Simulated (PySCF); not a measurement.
Frontier levels across methods

Species: propionyl chloride, C₃H₅ClO.
Z-matrix (Å and degrees, PBE0-D3(BJ)/def2-SVP geometry), rows numbered from 1:
```
C 
C   1  1.5158
C   2  1.5009  1  113.01
O   3  1.1823  2  127.51  1     0.60
Cl  3  1.7961  2  111.76  1  -179.49
H   1  1.0991  2  110.36  3  -179.40
H   1  1.0993  2  111.15  3    60.44
H   1  1.0993  2  111.15  3   -59.21
H   2  1.1029  1  112.43  3  -121.04
H   2  1.1031  1  112.42  3   120.87
```

Basis pcSseg-2 throughout (PySCF), one geometry. The structure is a single PBE0-D3(BJ)/def2-SVP conformer in the gas phase; no vibrational or solvent corrections.

Problem. How do the orbital energies, the gap and the dipole change with the method?

Solution. 
```csv
method,kind,HOMO (eV),LUMO (eV),gap (eV),μ (D),SCF cycles
BLYP,GGA,-6.94,-2.02,4.92,2.85,17
OPBE,GGA,-7.01,-2.03,4.99,2.85,17
PBE,GGA,-7.05,-2.14,4.91,2.86,17
B97-D,GGA,-7.07,-2.04,5.02,2.88,17
BP86,GGA,-7.15,-2.22,4.93,2.87,16
KT2,GGA,-7.20,-2.07,5.13,2.90,16
KT3,GGA,-7.20,-2.07,5.13,2.87,16
LDA,LDA,-7.23,-2.38,4.85,2.93,16
B3LYP,global hybrid,-8.31,-1.28,7.03,2.94,15
PBE0,global hybrid,-8.56,-1.01,7.55,2.96,14
mPW1PW91,global hybrid,-8.59,-1.03,7.56,2.96,14
HF,Hartree–Fock,-12.24,2.43,14.66,3.20,11
```

The HOMO spans 5.30 eV, from BLYP down to HF, and the gap runs from 4.85 eV (LDA) to 14.66 eV (HF). Over the methods BLYP (0 %), OPBE (0 %), PBE (0 %), B97-D (0 %), BP86 (0 %), KT2 (0 %), KT3 (0 %), LDA (0 %), B3LYP (20 %), PBE0 (25 %), mPW1PW91 (25 %), HF (100 %), a straight line through the gap against the share of exact exchange rises by 0.97 eV for each 10 % (correlation coefficient 0.999). The dipole ranges from 2.85 D (BLYP) to 3.20 D (HF). This basis has no diffuse functions.
